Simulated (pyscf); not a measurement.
H₂As–InH₂ (SMILES [AsH2][InH2]) + H₂O (SMILES O) → AsH₃ (SMILES [AsH3]) + HO–InH₂ (SMILES [OH][InH2]), a four-centre exchange (singlet surface; As–In, H–O broken, As–H, In–O formed). Optimised with ωB97X-D3(BJ)/def2-SVP in PySCF. Energies in kcal/mol from the separated reactants.

Small-basis levels: PySCF, no dispersion term, spherical d functions. AM1 to PM7: differences of heats of formation from MOPAC. 

```
level                    barrier  reaction energy
-----------------------  -------  ---------------
SVWN5/6-31G*+LANL2DZ           ?             -0.2
BP86/6-31G*+LANL2DZ          2.7             -3.2
B3LYP/LANL2DZ               -0.6             -9.1
B3LYP/6-311+G**+LANL2DZ      9.2             -2.6
AM1                            ?            +40.9
PM6                         28.0            +11.6
PM7                          9.7             -6.5
ωB97M-D3(BJ)/def2-TZVP         ?             +6.7
```

### Question
What belongs in the gaps?

### Answer

- SVWN5/6-31G*+LANL2DZ, barrier: -7.0
- AM1, barrier: 51.2
- ωB97M-D3(BJ)/def2-TZVP, barrier: 16.6

Against the last row the barrier runs from -23.7 (SVWN5/6-31G*+LANL2DZ) to +34.5 kcal/mol (AM1). At SVWN5/6-31G*+LANL2DZ, B3LYP/LANL2DZ this geometry lies under one side, so the entry may be no barrier of that level: it is a single point on another level's saddle. ωB97M-D3(BJ)/def2-TZVP has limits of its own. On the reactant side the descent ends in an adduct with a In–O contact, 14.5 kcal/mol under the separated species and 28.5 kcal/mol under the saddle at ωB97X-D3(BJ)/def2-TZVP. On the product side the descent ends in an adduct with a As–In contact, 13.3 kcal/mol under the separated species and 15.7 kcal/mol under the saddle at ωB97X-D3(BJ)/def2-TZVP. What is counted as formed (In–O) is already present as a longer contact in the reactant adduct; forming that adduct is a step of its own. What is counted as broken (As–In) persists as a longer contact in the product adduct; parting that adduct is a step of its own. At ωB97X-D3(BJ) the barrier from the zero used here is 14.0 kcal/mol. This is the saddle that the search found; another between the same sides may lie lower. In the def2 sets elements up to Kr have no core potential. Elements past Kr carry the def2 core potentials, without spin-orbit coupling.
